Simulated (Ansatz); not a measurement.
Basis-set series for C$_{4}$H$_{10}$S (`CCCSC`). The species carries charge 0 and has multiplicity 1. The structure was optimised at the PBE0-D4/def2-TZVP level. It is one conformer, not always the lowest.

| functional | basis | functions | energy (Eh) | HOMO (eV) | LUMO (eV) |
| --- | --- | --- | --- | --- | --- |
| PBE0-D4 | def2-TZVPP | 306 | -556.38375 | -6.22 | 1.03 |
| PBE0-D4 | def2-QZVPP | 598 | -556.40516 | -6.25 | 0.59 |
| ωB97M-V | def2-TZVPP | 306 | -556.58916 | -8.45 | 2.55 |
| ωB97M-V | def2-QZVPP | 598 | -556.61004 | -8.48 | 1.81 |

(1) Give the rows for def2-SVP. (An estimate is asked.)

## Answers

(1) Computed: 
```tsv
functional	basis	functions	energy (Eh)	HOMO (eV)	LUMO (eV)
PBE0-D4	def2-SVP	124	-556.07162	-6.13	1.62
ωB97M-V	def2-SVP	124	-556.26580	-8.34	3.30
```

Positive LUMOs are unbound and depend on the basis.
